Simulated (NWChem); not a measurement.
# Correlation energy of CS

```xyz
2

C      0.0000     0.0000     1.1192
S      0.0000     0.0000    -0.4197
```
Charge 0, spin multiplicity 1.

Program: NWChem. All single points use one geometry, from B3LYP/def2-SVP, a minimum by its harmonic frequencies.

Basis set: def2-QZVP. Each correlation energy counts from its own Hartree-Fock reference.

The correlated methods keep 6 core orbitals frozen. The structure started from a generated list of species. Coupled-cluster values serve here as a point of comparison, not as the truth.

**Question.** One of these methods gave a correlation energy of -323.7 mHa. Which?
A) MP2
B) SCS-MP2
C) CR-CCSD(T)
D) CCSD+T(CCSD)

**Answer.** B, SCS-MP2. The others give -356.2 (CR-CCSD(T)), -362.9 (CCSD+T(CCSD)), -325.6 (MP2).
